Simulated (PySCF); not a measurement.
**Molecular orbitals of SiP⁺**

PBE at R = 2.240 Å; PySCF, no relativity, basis sets Si def2-SVPD, P def2-SVPD. State: ³Σ⁻ (triplet), unpaired electrons π ↑↑. Only the outer orbitals are listed, counted within each symmetry.

```csv
spin,orbital,occ.,ε (eV),on Si (%),main shells (%)
α,7σ,1,-22.31,20,"74 P s, 16 Si s"
α,8σ,1,-17.28,64,"64 Si s, 23 P s, 11 P p"
α,3π,1,-13.35,24,"74 P p, 22 Si p"
α,3π,1,-13.35,24,"74 P p, 22 Si p"
α,9σ,1,-12.79,49,"48 P p, 33 Si p, 15 Si s"
α,4π,0,-10.01,74,"74 Si p, 25 P p"
α,4π,0,-10.01,74,"74 Si p, 25 P p"
α,10σ,0,-6.29,63,"52 Si p, 28 P p, 8 Si d"
β,7σ,1,-20.98,29,"65 P s, 23 Si s"
β,8σ,1,-16.53,61,"59 Si s, 27 P s, 11 P p"
β,9σ,1,-12.44,49,"47 P p, 37 Si p, 12 Si s"
β,3π,0,-11.72,42,"57 P p, 40 Si p"
β,3π,0,-11.72,42,"57 P p, 40 Si p"
β,4π,0,-9.03,59,"57 Si p, 39 P p"
```

**Question.** Which are the highest filled and the lowest empty level, where do they sit, and how wide is the gap?

**Answer.** Highest filled β 9σ at -12.44 eV (in %: 47 P p, 37 Si p, 12 Si s); lowest empty β 3π at -11.72 eV (in %: 57 P p, 40 Si p); the gap at PBE is 0.72 eV.

The bond order (Mayer) is 1.67. The ⟨S²⟩ is 2.006, the charge on Si (Mulliken, basis-dependent) is 0.78 and the charge on Si (Löwdin, basis-dependent) is 0.57. The dipole moment (positive dipole points towards P; it is taken about the centre of mass and depends on that origin) is -1.46 D. The polarisability along the bond is 68.3 bohr³ and the polarisability across the bond is 39.9 bohr³.

The state was picked by a PBE0 search and need not be the measured ground state.
